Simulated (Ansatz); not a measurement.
Geometry optimisation, RKS PBE/6-31G* in Ansatz.

Input:

```yaml
crystal:
  periodic: [false, false, false]
  atoms:
    - { symbol: C, position_ang: [0.4349, 1.0307, 1.2122] }
    - { symbol: C, position_ang: [0.0811, 0.1952, 0.2308] }
    - { symbol: C, position_ang: [-1.289, 0.1206, -0.4358] }
    - { symbol: C, position_ang: [1.2358, -0.7224, -0.1979] }
    - { symbol: "N", position_ang: [1.0724, -1.65, -1.1208] }
    - { symbol: H, position_ang: [-0.3512, 1.8022, 1.5606] }
    - { symbol: H, position_ang: [1.3943, 1.1207, 1.6682] }
    - { symbol: H, position_ang: [-1.1325, 0.3208, -1.5044] }
    - { symbol: H, position_ang: [-1.6963, -0.8531, -0.2275] }
    - { symbol: H, position_ang: [-1.9502, 0.861, 0.0095] }
    - { symbol: H, position_ang: [2.1196, -0.6252, 0.3468] }
    - { symbol: H, position_ang: [0.1581, -1.6557, -1.5077] }
basis:
  gaussian: { orbitals: "6-31G*" }
hamiltonian:
  xc: pbe
relax:
  f_tol: 0.015
  max_steps: 40
```

Run as:

```bash
$ ansatz run input.yaml --threads 1 --pin off --max-ram 2048MiB --backend cpu --events-out ev --progress --plain --runs-dir out
```

Question: Where does it end, and by what steps?

Answer: The forces met the threshold. After 7 steps the energy has fallen by 0.476 eV; C4 moved furthest, 0.07 Å.

| step | energy less start (eV) | largest force component (eV/Å) | accepted |
| --- | --- | --- | --- |
| 0 | 0.0000 | 4.995 | yes |
| 1 | -0.3743 | 1.235 | yes |
| 2 | -0.4327 | 0.607 | yes |
| 3 | -0.4638 | 0.420 | yes |
| 4 | -0.4676 | 0.366 | yes |
| 5 | -0.4634 | 0.496 | no |
| 6 | -0.4763 | 0.016 | yes |
| 7 | -0.4764 | 0.009 | yes |

```xyz
12
Properties=species:S:1:pos:R:3
C 0.403 1.087 1.221
C 0.110 0.201 0.243
C -1.246 0.123 -0.414
C 1.165 -0.736 -0.201
N 1.103 -1.653 -1.105
H -0.332 1.807 1.595
H 1.398 1.116 1.679
H -1.174 0.291 -1.505
H -1.704 -0.873 -0.272
H -1.935 0.875 0.000
H 2.133 -0.625 0.320
H 0.155 -1.669 -1.527
```

Run time: 110 s on 1 thread of Intel(R) Xeon(R) Processor @ 2.50GHz (Skylake/Cascade Lake), on a shared host, peak memory 0.18 GiB.
